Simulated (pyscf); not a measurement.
# Four-centre exchange: AsH₃ + germane (GeH₄) → H₃Ge–AsH₂ + hydrogen (H₂)

Gas phase, singlet surface, charge 0. Bonds broken: As1–H2, Ge5–H6. Bonds formed: As1–Ge5, H2–H6. Single points on ωB97X-D3(BJ)/def2-SVP structures (PySCF, gas phase).

Transition state (Å):

```xyz
9

As    -0.1721     1.2284    -0.9780
H      0.4039    -0.0872     0.3958
H      0.5739     2.2360    -0.1136
H      1.1203     0.6056    -1.4968
Ge    -1.1513    -0.2696     1.2204
H      0.5889    -0.8156     1.0734
H     -1.7901    -1.2889     0.2858
H     -1.0274    -0.8219     2.6724
H     -1.8711     1.0869     1.3955
```

One imaginary mode, 1781i cm⁻¹; descent along it reached the two sides named.

| bond | change | reactant side (Å) | saddle | product side |
|---|---|---|---|---|
| As1–H2 | breaks | 1.519 | 1.987 | 3.8 |
| Ge5–H6 | breaks | 1.536 | 1.830 | 3.5 |
| As1–Ge5 | forms | 3.8 | 2.8 | 2.404 |
| H2–H6 | forms | 3.2 | 1.012 | 0.760 |

Electronic energies relative to the separated reactants (kcal/mol):

```csv
level,barrier,reaction energy,reverse barrier
ωB97X-D3(BJ)/def2-TZVP,70.2,-7.7,77.9
PBE/def2-TZVP,62.8,-4.4,67.1
r²SCAN/def2-TZVP,66.0,-4.6,70.6
B3LYP-D3(BJ)/def2-TZVP,68.7,-4.3,72.9
PBE0-D3(BJ)/def2-TZVP,65.4,-4.8,70.2
M06-2X/def2-TZVP,67.9,-5.9,73.8
ωB97M-D3(BJ)/def2-TZVP,72.6,-2.6,75.3
HF/def2-TZVP,90.7,+1.5,89.1
```

With ωB97M-D3(BJ)/def2-TZVP energies and thermal terms (ideal gas, 1 atm, RRHO with modes under 100 cm⁻¹ raised to 100, one conformer, R ln 2 for chiral ones without a mode under 150 cm⁻¹), in kcal/mol:

```
T (K)   ΔH‡    ΔG‡    ΔH    ΔG
-----  ----  -----  ----  ----
298    71.2   79.3  -3.6  -3.3
600    71.9   87.2  -2.2  -3.6
900    72.7   94.7  -1.3  -4.6
1200   73.6  101.8  -0.7  -5.8
```

At the saddle there is also a short Ge–H contact that neither side keeps. From the product side, GeH₃• + AsH₂• + H₂ lies, by one bond made or cut, 13.5 kcal/mol under this saddle at ωB97M-D3(BJ)/def2-TZVP. This is the saddle that the search found; another between the same sides may lie lower. Elements up to Kr have no core potential and no relativistic terms here.
